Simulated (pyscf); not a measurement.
Single points on ωB97X-D3(BJ)/def2-SVP structures (PySCF, gas phase).

Problem. Estimate the classical barrier height and the reaction energy of HAs=AsH + gallane (GaH₃) -> As≡As + hydrogen (H₂) + gallane (GaH₃) at ωB97M-D3(BJ)/def2-TZVP. The step runs on the singlet surface, breaks As–H, As–H, Ga–H and forms H–H, Ga–H; take the separated reactants as zero.

Solution. ΔE‡ = 0.90 eV, ΔE = +0.35 eV. Zero-point energy shifts the barrier by +0.01 eV. It is a multi-bond step, with an imaginary mode of 618i cm⁻¹. On the product side the descent ends in a complex (not fully relaxed), 0.24 eV under the separated species and 0.61 eV under the saddle at ωB97X-D3(BJ)/def2-TZVP. This is the saddle that the search found; another between the same sides may lie lower. Elements up to Kr have no core potential and no relativistic terms here.
